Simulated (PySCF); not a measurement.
These are PBE-D3(BJ)/def2-TZVP in PySCF values and carry that method's errors. Gas-phase values, no solvent. 

Reference species (SMILES): `C[N]C` (neutral, multiplicity 2).

```json
{
 "dipole_moment": "1.71 D"
}
```

Changed species: `[OH]` (radical fragment; the reference has radical fragment).

Question: Predict the effect on the dipole moment.

Answer: the dipole moment is nearly the same.
